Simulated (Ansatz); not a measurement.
The first iterations of a band of BH₃O (5 atoms, charge 0, multiplicity 1).

Level of theory: RKS PBE-D4/cc-pVDZ (Ansatz 0.2.0).

- movable images: 7
- climbing image: yes
- spring: 5.0 eV/Å²
- optimiser: quadratic models (default)
- start path: straight line
- force threshold: 0.03 eV/Å
- iteration limit: 60
- end points: relaxed

Image 0:

```xyz
5
Properties=species:S:1:pos:R:3
B 0.362 -0.015 0.072
O 0.588 -0.117 1.411
H -0.242 -0.210 1.917
H 1.358 0.103 -0.616
H -0.768 -0.043 -0.387
```

Image 8:

```xyz
5
Properties=species:S:1:pos:R:3
B -0.082 0.019 -0.616
O 0.650 -0.058 0.785
H 0.379 -0.161 1.764
H 1.620 0.005 0.694
H -1.270 -0.085 -0.230
```

| iteration | highest image above the first end (eV) | largest band force component (eV/Å) |
| --- | --- | --- |
| 1 | 5.083 | 2.651 |
| 2 | 4.972 | 1.225 |
| 3 | 4.928 | 0.425 |
| 4 | 4.920 | 0.174 |

Question: Does the band converge within its limit, and where does its top end?

Answer: It converged. It ended after 14 iterations with the highest image 4.860 eV above the first end. Neighbouring images differ by up to 1.5 eV, so the band resolves the path poorly. Another band between the same ends (7 images) ends at a top of the same energy, where a vibrational analysis finds 1 clearly imaginary mode. The orbitals stay closed-shell, which can raise the energy where a bond breaks towards radicals; this wasn't checked here.

The run took 50 s on 1 thread of Arm Neoverse V2, on a shared host, peak memory 0.079 GiB.
